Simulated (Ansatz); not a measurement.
For wurtzite CdS, rVV10 (PAW; Ansatz, a program for electronic structure) gives:

- equilibrium lattice constant a = 4.198 Å
- lattice parameter c = 6.850 Å

### Question
What does PBE0 in Ansatz (PAW) give for the same quantities?

### Answer

- lattice constant a: 4.166 Å (shrinks by 0.8 %)
- lattice parameter c: 6.769 Å (decreases by 1.2 %)

For comparison: lattice constant a 4.136 Å (measured, temperature not stated, no zero-point or thermal correction; as tabulated in Biswas et al. (2022), arXiv:2106.08875); lattice parameter c 6.714 Å (measured, temperature not stated, no zero-point or thermal correction; as tabulated in Biswas et al. (2022), arXiv:2106.08875).

Changes are worked out from the printed values.

Unless a cell is named, each level is at its own relaxed cell (rVV10 26.13, PBE0 25.43 Å³/atom).

Ansatz's density-functional and Hartree–Fock values are scalar-relativistic unless marked +SOC, with PAW data made under PBE.
